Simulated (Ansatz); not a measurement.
Isolated molecules relaxed with PBE0-D4/def2-TZVP in Ansatz; ΔE leaves out vibrations. CBS: MP2 limit from def2 TZ/QZ plus the TZ coupled-cluster correction, frozen cores. This one scheme is used for every species. Double bonds are as drawn, so ΔE can hold a change between cis and trans. Functionals use def2-TZVPP. B3LYP here is the variant with VWN-RPA as its local correlation; programs differ in this. One conformer a species, not always the lowest.

Consider the formal hydrolysis of a C–F bond: `C/N=C(\F)OC` + H₂O → `C/N=C(\O)OC` + H–F.

Is it downhill or uphill in electronic energy at CCSD(T)/CBS, and by how much? (Best estimate.)

The calculation gave: Downhill: ΔE = -13.6 kJ/mol.

What do these levels give: BLYP-D4, B97M-V, PBE0-D4, B3LYP, RPA@PBE/def2-TZVPP, CCSD(T)/def2-SVP? (Best estimate.)

Computed: BLYP-D4 -5.7, B97M-V -6.6, PBE0-D4 -12.2, B3LYP -3.3, RPA@PBE/def2-TZVPP -10.2, CCSD(T)/def2-SVP -8.2 kJ/mol.

What do rigid-rotor, harmonic-oscillator terms from PBE0-D4/def2-TZVP frequencies (298.15 K, 1 bar) make of the CCSD(T)/CBS value? (Best estimate.)

Ansatz gave: ΔZPE = +0.7 kJ/mol, ΔH = -13.3 kJ/mol, ΔS = -11 J/(mol·K), ΔG = -10.0 kJ/mol.

Largest T1 diagnostic among the species: 0.012.

From BLYP to BHLYP (50 % exact exchange), in def2-TZVPP and without D4, ΔE moves by −5.3 kJ/mol. At CCSD(T), def2-SVP lies +5.4 kJ/mol from the extrapolated value and def2-TZVPP +0.8 kJ/mol. Leaving LDA and LC-ωPBE aside and taking each functional with its dispersion term where it has one, the values, not all of them listed here, spread over 8.8 kJ/mol, from PBE-QIDH to BLYP-D4. LDA lies −8.0 kJ/mol from PBE without D4.
